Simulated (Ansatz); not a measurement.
**AlMgH (singlet): the correlation ladder at scale of all distances = 1.275, cc-pVDZ**

An exercise on one series of results from a longer session: the logs are not shown, and one member is left open.

Method: cc-pVDZ, core rule «outside noble gas», up to 10 orbitals frozen; program: Ansatz 0.2.0, Gaussian basis.

To be run: UHF; CCSD(T) on RHF; CCSD(T) on UHF; BCCD(T) on RHF; CISD; CCSDT(Q) on RHF; CCSDT(Q) on UHF; CASSCF and MRCISD+Q, 2 electrons in 2 orbitals; CASSCF and NEVPT2, 2 electrons in 2 orbitals; CASSCF and MRCISD+Q, 6 electrons in 9 orbitals; CASSCF and NEVPT2, 6 electrons in 9 orbitals; Full CI.

12 further runs of the same task are left out: 2 for a known fault of the program, 7 that didn't finish, 3 set aside as unsound or not needed. Runs told in other sessions of the task aren't counted.

## The geometry

The geometry derives from a PBE0/def2-TZVP stationary point (not a proven minimum). All distances are scaled together.

3 atoms, charge 0, spin multiplicity 1.

Atoms are counted from 1 here; the program's logs count them from 0.

No contacts short enough for the rule that draws bonds.

The first run:

Input file in.yaml:

```yaml
crystal:
  periodic: [false, false, false]
  atoms:
    - {symbol: Al, position_ang: [0.000000, -0.071774, 1.730815]}
    - {symbol: Mg, position_ang: [0.000000, 0.000636, -1.956777]}
    - {symbol: H, position_ang: [0.000000, 1.905962, 0.852623]}
basis:
  gaussian: {orbitals: cc-pVDZ}
magnetization: {spin_polarized: true, initial_magnetization: 0}
hamiltonian: {xc: hf}
output: {orbitals: {seedname: orbitals}}
```

Run with:

```bash
$ ansatz run in.yaml --threads 1 --pin off --events-out ev --progress --plain --max-ram 2393MiB
```

Steps of the session up to this table: UHF; CCSD(T) on RHF; CCSD(T) on UHF; BCCD(T) on RHF; CISD; CCSDT(Q) on RHF; CCSDT(Q) on UHF; CASSCF and MRCISD+Q, 2 electrons in 2 orbitals; CASSCF and NEVPT2, 2 electrons in 2 orbitals; CASSCF and MRCISD+Q, 6 electrons in 9 orbitals; CASSCF and NEVPT2, 6 electrons in 9 orbitals; Full CI.

One of the session's tables, all rows but one given; the rest of the session is left out.

```
          method  from FCI (meV)
             RHF         +3109.6
             UHF         +3108.9
            RMP2          +996.4
            CISD          +328.9
           RCCSD           +95.7
        RCCSD(T)           +27.2
         BCCD(T)           +27.4
          RCCSDT            +4.2
       RCCSDT(Q)            +0.9
     CASSCF pair         +2551.1
     NEVPT2 pair          +876.7
     MRCISD pair               ?
   MRCISD+Q pair           -77.2
  CASSCF valence          +904.9
  NEVPT2 valence          +328.7
  MRCISD valence           +57.8
MRCISD+Q valence           +33.0
             FCI               0
```

**Question.** Estimate the row for MRCISD pair.

As computed: from FCI (meV): +217.1. In the column «from FCI (meV)» it lies between RCCSD (+95.7) and NEVPT2 valence (+328.7).

Not comparable, so not listed: CCSD(T) on UHF; CCSDT(Q) on UHF (they don't share determinant, frozen orbitals or solution with the rows shown, or repeat one).

Limits of these values: MRCISD+Q pair falls below full CI: the +Q correction isn't variational, and the cores differ from full CI's.
